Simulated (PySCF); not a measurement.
SMILES [CH2]C=O, doublet at its PBE0/def2-SVP optimised geometry (Å):

```
6

C      0.7651    -0.0119     0.0000
C     -0.6631    -0.0119     0.0000
O     -1.3349     1.0135     0.0000
H      1.2936     0.9454     0.0002
H      1.3349    -0.9446    -0.0003
H     -1.1581    -1.0135    -0.0001
```

Level of theory: unrestricted PBE0/def2-TZVP (PySCF 2.14.0).

Map of the log10 of the electron density (e/bohr³), floored at −4 on the plane z = 1.0 Å:

```
|                               |
|                               |
|                               |
|        .....                  |
|      .::---::.                |
|    .:--=====-::......         |
|   .:-=++**++=--:::::::..      |
|   :-=+*####*+==---===--:.     |
|  .-=+*#%%%%#*+====+++==-:.    |
|  :-=*#%%@@%%#*+++****++=-.    |
|  :-+*#%@@@@%##***####*+=-:    |
| .:=+*#%@@@@@%#####%%##*+=:.   |
| .:-+*#%@@@@@%%%%%%%%%#*+=:.   |
|  :-=*#%%@@@@@@%@@@@@%#*+=:.   |
|  .-=+*#%%@@@@@@@@@@@%#*+=-.   |
|  .:-=+*#%@@@@@@@@@@@%#*+=-.   |
|   .:=+*#%%@@@@@@@@@@%#*+=-.   |
|    :-=*#%%@@@@@@@@@@%#*+=-.   |
|    .-=+##%%%%%%%%%%%%#*+=:.   |
|    .-=+*#%%%#####%%%##*+=:.   |
|    .:=+*####*****####**=-:.   |
|    .:-=+*****++++*****+=-.    |
|     :-=++++++=====+++==-:.    |
|     .:-=====--::--===--:.     |
|      .::----::..:::::::.      |
|       ..:::...   .....        |
|                               |
|                               |
|                               |
|                               |
|                               |
```
Scale: ten equal steps from -4.00 (start of ' ') to -1.48 (end of '@'), in the order ' .:-=+*#%@'; x runs from -3.50 to 3.50, y from -3.50 (bottom) to 3.50 (top).
